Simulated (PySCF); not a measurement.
## A search over the determinants of Cl₂

Unrestricted PBE0; basis Cl def2-TZVPP; no relativity; PySCF 2.14. Outer shells of the fragments: Cl 3s2 3p5; Cl 3s2 3p5.

Followed along the bond (rough minima from three points):

| 2Ms+1 | unpaired | ⟨S²⟩ at the start | R at minimum (Å) | Te (eV) |
| --- | --- | --- | --- | --- |
| 1 | none | 0.00 | 1.99 | 0.00 |
| 3 | σ ↑, π ↑ | 2.01 | none in the scan | ≤ 2.38 |

Solutions found at the starting distance of 1.940 Å, counted from the lowest of them; the search is not exhaustive and high or unbound solutions are not listed, so other states can lie among these:

| 2Ms+1 | unpaired | term | E (eV) | ⟨S²⟩ | ⟨Lz²⟩ |
| --- | --- | --- | --- | --- | --- |
| 1 | none | ¹Σ⁺ | 0.00 | 0.00 | 0.00 |
| 3 | σ ↑, π ↑ | ³Π | 3.19 | 2.01 | 1.01 |
| 1 | σ ↓, π ↑ | mixed | 3.48 | 1.01 | 1.01 |
| 3 | σ ↑↑ | ³Σ⁺ | 7.32 | 2.01 | 0.00 |
| 3 | π ↑↑ | ³Σ⁻ | 7.40 | 2.01 | 0.00 |

A term symbol is given only where ⟨S²⟩ and ⟨Lz²⟩ are close to those of a pure state; real π, δ and φ orbitals otherwise mix terms, and g/u labels are left off.

The measured ground state is X ¹Σg+ (Huber and Herzberg, Constants of Diatomic Molecules (1979)).

Counting both spins, an empty level lies below a filled one in some of these solutions, because spin and occupation are held.
